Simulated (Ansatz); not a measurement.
Job for Ansatz (a quantum-chemistry and plane-wave program): R-PBE0/def2-TZVPP on CH3O (SMILES C=[OH+]). Charge +1.

Ansatz 0.2 input:
```yaml
crystal:
  periodic: [false, false, false]
  atoms:
    - {symbol: C, position_ang: [-0.58430205, 0.21132840, 0.00717991]}
    - {symbol: O, position_ang: [0.54528342, -0.30019989, -0.00541801]}
    - {symbol: H, position_ang: [-1.42240161, -0.48580642, 0.02993455]}
    - {symbol: H, position_ang: [-0.72583817, 1.29454630, -0.00393262]}
    - {symbol: H, position_ang: [1.30036267, 0.32300105, -0.02585789]}
basis:
  gaussian:
    orbitals: def2-TZVPP
hamiltonian:
  xc: {name: PBE0}
total_charge: 1
accuracy: high
phonons: {}
scf: {lower_state_search: off}
```

**Question.** Predict the final total energy.

**Answer.** -114.7043 hartree.

**Question.** How many basis functions does it have, and what does it roughly cost on one machine?

**Answer.** 104 functions; around 70 core-seconds (rough).
